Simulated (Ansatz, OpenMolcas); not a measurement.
How methods differ on C2H2F2 (vinylidene fluoride)

C2H2F2 has 6 atoms, charge 0, and is taken as a singlet. SMILES: `C=C(F)F`. Geometry: relaxed at PBE0-D4/def2-TZVP.

```xyz
6

C    -0.1159    0.4710   -0.5444
C     0.1050   -0.3946    0.4201
F    -0.4549   -0.3636    1.6076
F     0.9192   -1.4221    0.3430
H     0.3942    0.3606   -1.4884
H    -0.8056    1.2848   -0.3842
```

Each level gives the vertical energy of the triplet above the singlet (eV). The values are calculated.

```tsv
level	kind	program	value (eV)	less CCSD(T)/def2-SVP	CPU time (all runs)
PBE0-D3(BJ)/STO-3G	global hybrid	Ansatz	4.96	-0.14	1.6 s
PBE0-D3(BJ)/3-21G	global hybrid	Ansatz	4.93	-0.17	2.2 s
PBE0-D3(BJ)/6-31G	global hybrid	Ansatz	4.76	-0.34	2.7 s
PBE0-D3(BJ)/6-31G* (Cartesian functions)	global hybrid	Ansatz	4.83	-0.27	3.8 s
PBE0-D3(BJ)-ATM/6-31G** (Cartesian functions)	global hybrid	Ansatz	4.83	-0.27	4.1 s
PBE0-D3(BJ)/6-311G**	global hybrid	Ansatz	4.79	-0.31	3.8 s
PBE0-D3(BJ)/6-31+G** (Cartesian functions)	global hybrid	Ansatz	4.69	-0.41	5.8 s
PBE0-D3(BJ)/6-311++G(3df,3pd)	global hybrid	Ansatz	4.68	-0.42	13 s
CCSD(T)/def2-SV(P), open shells restricted	coupled cluster or CI	OpenMolcas	5.12	+0.02	26 s
CCSD(T)/def2-SVP, open shells restricted	coupled cluster or CI	OpenMolcas	5.10	0.00	37 s
```

CCSD(T)/def2-SVP, open shells restricted is the highest level here, not the true value. The values span 4.68 to 5.12 eV. Times are those of the runs behind each value, whatever else they computed, on shared processors of several kinds: orders of magnitude only.
